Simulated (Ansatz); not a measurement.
Basis-set extrapolation for AlHO2, SMILES `[O]=[Al][OH]` (PBE0-D4/def2-TZVP geometry, frozen core, Ansatz). Multiplicity 1, RHF reference.

```csv
,def2-TZVPP,def2-QZVPP
HF,-392.326594,-392.341151
MP2 correlation,-0.563573,-0.608627
CCSD(T) correlation,-0.580368,-0.622714
```

Energies in hartree. Use E(X) = E(∞) + A·exp(−7.88·√X) for Hartree–Fock and E(X) = E(∞) + B·X^(−2.97) for correlation, with X = 3 and 4.

**Question.** What is the CCSD(T) energy at the basis-set limit?

**Answer.** HF limit: -392.341151 + (-0.014557) × 0.13774 = -392.34316. Correlation limit: -0.622714 + (-0.042346) × 0.74074 = -0.65408. Total: -392.99724 hartree, 56.7 kcal/mol below CCSD(T)/def2-TZVPP.
